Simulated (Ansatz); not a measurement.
HCN, singlet in cc-pVDZ: errors against RCCSDTQ

Geometry: a PBE0/def2-TZVP stationary point for this spin, not checked as a minimum.

| atom | x (Å) | y (Å) | z (Å) |
| --- | --- | --- | --- |
| N | 0.0000 | 0.0000 | 1.1200 |
| C | 0.0000 | 0.0000 | -0.0256 |
| H | 0.0000 | 0.0000 | -1.0944 |

Basis cc-pVDZ; Ansatz 0.2.0. Only valence electrons are correlated (noble-gas cores frozen), which leaves 10 electrons in 31 orbitals. R marks a restricted (for open shells ROHF) determinant. Active spaces: valence = (10e, 9o) chosen from the atoms' valence shells.

Full CI isn't at hand for all of this; RCCSDTQ serves as the reference, and is uncertain by about the last step of the cluster series.

```
UHF ⟨S²⟩                          : 0.000
T1 diagnostic (RCCSD)             : 0.0135
largest doubles amplitude (RCCSD) : 0.100
```

```
                   level  E − E(RCCSDTQ) (kJ/mol)  share of correlation (%)  wall time
                     RHF                    800.8                      0.00          –
                    RMP2                     59.0                     92.63          –
                    CISD                     89.1                     88.88     0.64 s
                   RCCSD                     34.3                     95.72          –
                RCCSD(T)                      3.7                     99.54      0.3 s
                 BCCD(T)                      3.8                     99.53      0.4 s
                  RCCSDT                      3.1                     99.61          –
               RCCSDT(Q)                     -0.5                    100.06        2 s
  CASSCF (valence space)                    413.2                     48.40          –
  NEVPT2 (valence space)                     78.9                     90.15        3 s
  MRCISD (valence space)                     19.1                     97.62          –
MRCISD+Q (valence space)                      0.3                     99.97      4.7 s
```

The correlation energy at RCCSDTQ, counted from RHF, is -8.300 eV. That run took 16 s on 2 threads of AMD EPYC 7R13 with a shared H100 80 GB, shared host.

Times hold each run's SCF and search for its determinant on a shared host, so for small cases they say little of a method's own cost; they ran on 1 thread of AMD EPYC 7R13.

Natural occupations of CASSCF (valence space) about the gap: 1.994 1.981 1.979 1.939 1.939 0.064 0.064 0.026 0.013; effectively unpaired electrons, Σ n²(2−n)², 0.07.

Atomization energy (electronic, same basis, no zero-point term; atoms at the same level, unrestricted beside the R rows where the molecule is a closed shell, with restricted open-shell steps beyond CCSDT(Q)) at RCCSDTQ: 1182.1 kJ/mol. Errors of other levels:

| level | error (kJ/mol) |
| --- | --- |
| RHF | -376.2 |
| RMP2 | 43.9 |
| CISD | -80.5 |
| RCCSD | -28.9 |
| RCCSD(T) | -2.4 |
| BCCD(T) | -2.2 |
| RCCSDT | -3.0 |
| RCCSDT(Q) | 0.5 |
| CASSCF (valence space) | -19.6 |
| NEVPT2 (valence space) | 7.1 |
| MRCISD (valence space) | -12.9 |
| MRCISD+Q (valence space) | -5.9 |

This basis is far from its limit, so the value isn't to be set against a measured one. Truncated CI isn't size-consistent, which counts against it in atomization.
